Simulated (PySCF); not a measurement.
formaldehyde cation (CH₂O), SMILES C=O (connectivity only; charge and spin as stated), charge +1, multiplicity 2.

Geometry optimised at B3LYP-D3(BJ)/def2-TZVPD. The multiplicity is an assumed one; other spin states were not compared.

These are CAM-B3LYP/def2-TZVPD in PySCF values and carry that method's errors.

Gas-phase values at a fixed geometry.

```json
{
 "total_energy": "-114.10512 hartree",
 "point_group": "C2v",
 "α spin, highest occupied and lowest empty level": "-20.68 and -9.10 eV",
 "β spin, highest occupied and lowest empty level": "-23.02 and -12.45 eV",
 "dipole_moment_about_the_centre_of_nuclear_charge": "3.13 D",
 "mean_static_polarisability": "12.6 bohr³ (1.87 Å³)",
 "polarisability_principal_values": "8.9, 12.1, 16.9 bohr³",
 "⟨S²⟩": "0.759 (pure state 0.75)"
}
```
